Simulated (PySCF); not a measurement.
H2O2, SMILES OO (connectivity only; charge and spin as stated), charge +1, multiplicity 2. Atoms are numbered in the order given.

```xyz
4

O      0.1577    -0.6279     0.0000
O     -0.1577     0.6279     0.0000
H     -0.7144    -1.1090     0.0000
H      0.7144     1.1090     0.0000
```
Charge +1, spin multiplicity 2.

Geometry optimised at ωB97X-D3(BJ)/def2-TZVP. The spin state was assumed, not searched.

All values below come from CAM-B3LYP/def2-TZVPD (PySCF).

Mulliken values depend strongly on the basis, most of all with diffuse functions as here. Atomic charges (e):

```tsv
atom	meta-Löwdin	Mulliken	Mulliken spin
O1	___	0.04	0.51
O2	___	0.04	0.51
H3	___	0.46	-0.01
H4	___	0.46	-0.01
```

**Question.** Fill in the missing entries. (The exact figures need the calculation; the answer reports its results.)

**Answer.** 
- O1, meta-Löwdin: 0.05
- O2, meta-Löwdin: 0.05
- H3, meta-Löwdin: 0.45
- H4, meta-Löwdin: 0.45
